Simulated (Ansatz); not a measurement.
Arsenic, grey arsenic (A7): convergence with Gaussian smearing

Computed with Ansatz, r²SCAN, scalar-relativistic PAW, on the relaxed cell (a = 3.590 Å, c = 15.163 Å (c/a = 4.223); spin not included). Errors count from a run at 500 eV on a Γ-centred 17×17×17 mesh with Fermi-Dirac smearing of 0.1 eV, extrapolated to zero width. Fixed here: cutoff 500 eV, mesh 10×10×10. The SCF starts from atomic densities corrected by a trained network.

```
width (eV)  E(σ→0) error (meV/atom)  F error (meV/atom)  P (GPa)  SCF iterations
      0.01                      0.3                 0.3     0.01               6
      0.03                      0.3                 0.3     0.01               6
       0.1                      0.3                 0.3     0.01               6
       0.2                      0.3                 0.2     0.01               6
       0.3                      0.5                 0.1     0.00               6
       1.0                     16.4               -18.8    -0.05               6
```

**Question.** What does the run at 0.6 give (width)?

**Answer.** E(σ→0) error (meV/atom): 2.8; F error (meV/atom): -2.6; P (GPa): -0.03; SCF iterations: 6.
